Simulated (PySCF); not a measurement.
`ClC=C(Cl)Cl`: 4 charge schemes on one density

Species: C2HCl3.
Cartesian coordinates in Å at the GFN2-xTB level; atoms count from 1:
```
atom  x, y, z in Å
Cl1    1.8893    0.9865   -0.0188
C2     0.6902   -0.2295   -0.0288
C3    -0.6099    0.0505    0.0135
Cl4   -1.2401    1.6417    0.0830
Cl5   -1.7813   -1.2045    0.0022
H6     1.0550   -1.2428   -0.0726
```

Density: PBE0/pcSseg-1 (PySCF); schemes: Mulliken, IAO, Hirshfeld and ESP-fitted. Geometry: GFN2-xTB; no solvent, vibrations or thermal averaging.

**Question.** At which atom do the 4 schemes differ most?

**Answer.** At C2: from -0.204 (IAO) to +0.025 e (Mulliken), 0.229 e apart.

**Question.** Which atoms carry the lowest charge in the Mulliken, IAO, Hirshfeld and ESP-fitted schemes?

**Answer.** The schemes don't all agree: Mulliken C3 (-0.171); IAO C2 (-0.204); Hirshfeld C2 (-0.058); ESP-fitted C2 (-0.110).

**Question.** Give the atomic charges in each scheme.

**Answer.** In e:

```
atom          environment  Mulliken     IAO  Hirshfeld  ESP-fitted
 Cl1       vinyl chlorine    -0.043  +0.020     -0.009      -0.031
  C2  vinylic C–Cl carbon    +0.025  -0.204     -0.058      -0.110
  C3  vinylic C–Cl carbon    -0.171  -0.070     +0.010      -0.079
 Cl4       vinyl chlorine    +0.022  +0.035     -0.003      +0.029
 Cl5       vinyl chlorine    +0.002  +0.026     -0.003      +0.001
  H6     vinylic hydrogen    +0.165  +0.193     +0.063      +0.190
```

Mean size of the charges over all atoms: IAO 0.091 e, ESP-fitted 0.073 e, Mulliken 0.071 e, Hirshfeld 0.024 e. Each set sums to the total charge, 0, to within 0.001 e. The ESP scheme is a least-squares fit of atom-centred charges to the potential on four shells outside the van der Waals surface, with the total charge fixed.

**Question.** How many electrons does the Mulliken scheme count on Cl4?

**Answer.** Z − q = 17 − (+0.022) = 16.978.

**Question.** Sum the charges by element, for elements with more than one atom.

**Answer.** 
```csv
element,atoms,Mulliken,IAO,Hirshfeld,ESP-fitted
Cl,3,-0.019,+0.081,-0.015,0.000
C,2,-0.146,-0.274,-0.048,-0.190
```

The run behind these numbers computed NMR shieldings as well. Time: 11 s. Hardware: one thread of an Arm Neoverse N1, shared host.
